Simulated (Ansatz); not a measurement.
# SiNH2F (SMILES N[Si]F) at BCCD(T)/STO-3G

Aim: the vertical singlet–triplet gap of SiNH2F at BCCD(T)/STO-3G, from 2 runs. 

The calculation is run with Ansatz 0.2.0.

69 further runs of the same task are left out: 69 set aside as unsound or not needed.

## 1. The system as given

The species is SiNH2F (5 atoms), meant as a singlet with charge 0. As SMILES, `N[Si]F`. The shape is that of a PBE0-D4/def2-TZVP optimisation. This is one conformer, not always the lowest.

Bond lengths: N1–Si2 1.702 Å, Si2–F3 1.622 Å, N1–H4 1.010 Å, N1–H5 1.008 Å. Angles: N1–Si2–F3 98.5°, Si2–N1–H4 125.0°, Si2–N1–H5 122.2°, H4–N1–H5 112.8°.

## 2. A single-point energy at BCCD(T)/STO-3G

job.yaml reads:

```yaml
crystal:
  periodic: [false, false, false]
  atoms:
    - symbol: "N"
      position_ang: [-0.421300, 0.240100, -0.331100]
    - symbol: Si
      position_ang: [0.136100, -1.133600, 0.505100]
    - symbol: F
      position_ang: [1.565400, -0.548800, 1.001500]
    - symbol: H
      position_ang: [0.085400, 1.109600, -0.420900]
    - symbol: H
      position_ang: [-1.315700, 0.259100, -0.796000]
basis:
  gaussian: {orbitals: STO-3G}
correlation: {method: bccd_t, frozen_orbitals: {F: 1, H: 0, "N": 1, Si: 5}}
scf: {omitted_lower_state_checks: [cluster_reference, increment]}
accuracy: high
```

Launch:

```sh
ansatz run job.yaml --threads 1 --pin off --max-ram 2610MiB --events-out events.jsonl --progress --plain --runs-dir runs
```

The program printed (excerpt; [...] marks lines left out):

```text
Warning: RAYON_NUM_THREADS=1 ignored (pool sized by the plan → 1); use --threads N
Functional definition: HF
  name "HF"
[...]
383 factors; integrals over basis functions are off by at most 2.9e-8 eV
[...]
mean field -11933.57583069 eV, -438.5508229095 hartree, gradient 5.5e-8 eV, S^2 0.000000; 0 other end points of the search recorded, 0 dependent functions left out
7 core orbitals not correlated: weight in the atoms' cores, before any rotation towards them, 1.000 or more for the frozen orbitals, at most 0.000 for the correlated occupied ones
reference -11933.57583069 eV, -438.5508229095 hartree; 9, 9 occupied and 5, 5 virtual orbitals, 383 factors
second order -2.62075192 eV of doubles, -0.00000000 eV of singles
cycle   1  -2.90461704 eV  change   -2.8e-1 eV  update   9.6e-2
[...]
cycle  21  -3.18140868 eV  change  -2.0e-10 eV  update   1.3e-9
perturbative correction -0.20865296 eV, -0.0076678549 hartree
Total energy: -11936.96589233 eV, -438.6754053769 hartree
Checks for a lower state left out: cluster_reference, increment
```

It took 0.22 s on 1 thread of Arm Neoverse V1, shared host.

## 3. The triplet

molecule.yaml reads:

```yaml
basis:
  gaussian: {orbitals: STO-3G}
crystal:
  periodic: [false, false, false]
  atoms:
    - {symbol: N, position_ang: [-0.421300, 0.240100, -0.331100]}
    - {symbol: Si, position_ang: [0.136100, -1.133600, 0.505100]}
    - {symbol: F, position_ang: [1.565400, -0.548800, 1.001500]}
    - {symbol: H, position_ang: [0.085400, 1.109600, -0.420900]}
    - {symbol: H, position_ang: [-1.315700, 0.259100, -0.796000]}
scf: {omitted_lower_state_checks: [cluster_reference, increment]}
magnetization: {spin_polarized: true, initial_magnetization: 2}
accuracy: high
correlation: {method: bccd_t, frozen_orbitals: {F: 1, H: 0, "N": 1, Si: 5}}
```

Launch:

```sh
ansatz run molecule.yaml --threads 1 --pin off --max-ram 2610MiB --events-out events.jsonl --progress --plain --runs-dir runs
```

The program printed (excerpt; [...] marks lines left out):

```text
Warning: RAYON_NUM_THREADS=1 ignored (pool sized by the plan → 1); use --threads N
Functional definition: HF
  name "HF"
[...]
383 factors; integrals over basis functions are off by at most 2.9e-8 eV
[...]
mean field -11930.25423457 eV, -438.4287565037 hartree, gradient 3.7e-8 eV, S^2 2.003116; 1 other end points of the search recorded, 0 dependent functions left out
7 core orbitals not correlated: weight in the atoms' cores, before any rotation towards them, 1.000 or more for the frozen orbitals, at most 0.000 for the correlated occupied ones
reference -11930.25423457 eV, -438.4287565037 hartree; 10, 8 occupied and 4, 6 virtual orbitals, 383 factors
second order -2.02350436 eV of doubles, -0.00000000 eV of singles
cycle   1  -2.39819681 eV  change   -3.7e-1 eV  update   7.1e-2
[...]
cycle  25  -2.62268819 eV  change  -7.7e-10 eV  update   2.0e-9
perturbative correction -0.10266392 eV, -0.0037728296 hartree
Total energy: -11932.97958668 eV, -438.5289113465 hartree
Checks for a lower state left out: cluster_reference, increment
```

Run time: 0.4 s. Hardware: 1 thread of Arm Neoverse V1, shared host.

## 4. What came out

At BCCD(T)/STO-3G, 7 core orbitals frozen:

| quantity | value |
| --- | --- |
| singlet: total energy | -438.67541 Eh |
| singlet: correlation energy (7 core orbitals frozen) | -124.6 mEh |
| singlet: (T) correction | -7.67 mEh |
| triplet: total energy | -438.52891 Eh |
| triplet: correlation energy (7 core orbitals frozen) | -100.2 mEh |
| triplet: (T) correction | -3.77 mEh |
| triplet: ⟨S²⟩ of the reference determinant | 2.003 |
| vertical energy of the triplet above the singlet | 3.986 eV |

**Reading.** At this shape the triplet lies 3.99 eV (92 kcal/mol) above the singlet. In a minimal basis such a difference can be off by several eV, whatever the method. The triples (singlet) make up 6.2 % of the correlation energy. The triples (triplet) make up 3.8 % of the correlation energy.
